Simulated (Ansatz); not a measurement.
# C3H8OS: a ladder of functionals and wavefunction methods

An exercise on one series of results from a longer session: the logs are not shown, and one member is left open.

The runs use Ansatz 0.2.0, Gaussian basis; functionals in def2-TZVPP, the program's frozen cores in correlated methods.

The runs, in order: PBE-D4, r2SCAN-D4, PBE0-D4, B3LYP-D4, ωB97X-V, ωB97M-V, B2PLYP; CCSD(T)/def2-TZVPP; MP2/def2-QZVPP; extrapolation to the limit.

## The relaxed structure

The geometry comes from an earlier relaxation with PBE0-D4 in a triple-zeta def2 set; it is a stationary point, not always the lowest conformer.

13 atoms, charge 0, spin multiplicity 1.

Atoms are counted from 1 here; the program's logs count them from 0.

Bond lengths: O1–C2 1.410 Å, O1–H6 0.961 Å, C2–C3 1.519 Å, C2–H7 1.093 Å, C2–H8 1.100 Å, C3–C4 1.516 Å, C3–H9 1.096 Å, C3–H10 1.095 Å, C4–S5 1.810 Å, C4–H11 1.092 Å, C4–H12 1.094 Å, S5–H13 1.343 Å. Angles: C2–O1–H6 108.4°, O1–C2–C3 112.8°, O1–C2–H7 105.7°, O1–C2–H8 111.1°, C3–C2–H7 110.1°, C3–C2–H8 109.9°, H7–C2–H8 107.0°, C2–C3–C4 112.1°, C2–C3–H9 109.9°, C2–C3–H10 108.7°, C4–C3–H9 109.1°, C4–C3–H10 110.1°, H9–C3–H10 106.8°, C3–C4–S5 114.3°, C3–C4–H11 111.2°, C3–C4–H12 110.7°, S5–C4–H11 109.2°, S5–C4–H12 104.2° and more.

The first run:

Input file in.yaml:

```yaml
crystal:
  periodic: [false, false, false]
  atoms:
    - {symbol: O, position_ang: [-1.514380, 1.460150, 1.348742]}
    - {symbol: C, position_ang: [-1.073805, 0.222091, 0.837658]}
    - {symbol: C, position_ang: [0.111969, 0.360040, -0.101155]}
    - {symbol: C, position_ang: [0.626728, -0.986193, -0.571711]}
    - {symbol: S, position_ang: [1.968893, -0.888714, -1.782843]}
    - {symbol: H, position_ang: [-1.782631, 2.014042, 0.611099]}
    - {symbol: H, position_ang: [-0.795735, -0.375729, 1.709980]}
    - {symbol: H, position_ang: [-1.892110, -0.310252, 0.330389]}
    - {symbol: H, position_ang: [-0.171083, 0.961131, -0.972528]}
    - {symbol: H, position_ang: [0.907361, 0.906722, 0.415005]}
    - {symbol: H, position_ang: [0.946738, -1.602493, 0.271525]}
    - {symbol: H, position_ang: [-0.160952, -1.541533, -1.088978]}
    - {symbol: H, position_ang: [2.849408, -0.254062, -0.992283]}
basis:
  gaussian: {orbitals: def2-TZVPP}
hamiltonian: {xc: pbe, dispersion: d4}
output: {forces: true, orbitals: {seedname: orbitals}}
```

On the command line:

```bash
$ ansatz run in.yaml --threads 4 --pin off --events-out ev --progress --plain --max-ram 10444MiB
```

Among the steps run: PBE-D4 (GGA); r2SCAN-D4 (meta-GGA); PBE0-D4 (hybrid); B3LYP-D4 (hybrid); ωB97X-V (range-separated); ωB97M-V (range-separated); B2PLYP (double hybrid); CCSD(T) in def2-TZVPP; MP2 in def2-QZVPP.

One table of the session follows, with a row left open; its other results are not shown here.

It belongs to the step «Atomisation energies». 

```
            method  atomisation energy (kJ/mol)
            PBE-D4                       4959.5
         r2SCAN-D4                       4866.5
           PBE0-D4                       4879.6
          B3LYP-D4                       4849.9
           ωB97X-V                       4869.7
           ωB97M-V                       4877.4
            B2PLYP                       4800.9
     HF/def2-TZVPP                       3526.6
    MP2/def2-TZVPP                       4803.7
   CCSD/def2-TZVPP                            ?
CCSD(T)/def2-TZVPP                       4741.9
           MP2/CBS                       4925.0
       CCSD(T)/CBS                       4863.2
```

Estimate the missing values for CCSD/def2-TZVPP.

**Answer.** atomisation energy (kJ/mol): 4673.6. In the column «atomisation energy (kJ/mol)» it lies between HF/def2-TZVPP (3526.6) and CCSD(T)/def2-TZVPP (4741.9).

Limits of these values: Free atoms (1 O, 3 C, 1 S, 8 H) were run apart at each level; the atomisation energy is their sum less the molecule, without zero-point or spin-orbit terms.
